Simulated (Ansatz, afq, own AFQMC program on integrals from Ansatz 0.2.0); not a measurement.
# Where AFQMC and coupled cluster stand for H2Br, doublet

```xyz
3

Br    0.0000    0.0000   -1.5597
H     0.0000    0.0000    0.3163
H     0.0000    0.0000    1.2433
```

Basis cc-pVTZ. Only valence electrons are correlated. Integrals, coupled cluster, full CI and functionals: Ansatz 0.2.0; the random walks run on the same integrals in our own AFQMC program. The CISD trial takes its coefficients from CCSD amplitudes. Released means that phaseless walkers are propagated on without the constraint, phases kept. Uncertainties: one standard error, sampling alone. No spin–orbit coupling.

Determinant: UHF, the one that the program's search chose, which needn't be the lowest solution. The geometry is a point of a scan.

No full CI on the walks' own integrals is used here; CCSDT(Q) serves as the reference and is uncertain by about the last step of the cluster series.

Cautions: no relativity below Rb; no spin-orbit coupling; inner d shell frozen; the released energies are still falling, so no released level is given (meV from the phaseless value at times in 1/Eh: -3.9 ± 2.0 at 0.24, -5.2 ± 2.0 at 0.51, -7.8 ± 1.3 at 0.99, -10.8 ± 1.9 at 1.62, -15.2 ± 1.8 at 2.40).

The T1 diagnostic is 0.0151 and the weight of the determinant in the CISD state is 0.906. The ⟨S²⟩ of the determinant is 0.792 and the size of the correlated space is 9 electrons in 57 orbitals.

| level | correlation energy (eV) |
| --- | --- |
| MP2 | -4.7732 |
| CCSD | -5.5355 |
| CCSD(T) | -5.7000 |

(1) Estimate where phaseless AFQMC with a CISD trial lies against CCSD(T) on the same integrals.

(1) 0.50 ± 0.08 mEh below CCSD(T).

Reference: CCSDT(Q), correlation energy -5.724 eV.

```tsv
level	E − E(reference) (mEh)	share of correlation (%)
CCSD(T)	0.90	99.57
CCSDT	0.19	99.91
ph-AFQMC/CISD	0.40 ± 0.08	99.81
```

A walk keeps the symmetry of its determinant, which the program's search chose and which needn't be the lowest solution, so a lower state of the same spin and another symmetry isn't excluded.
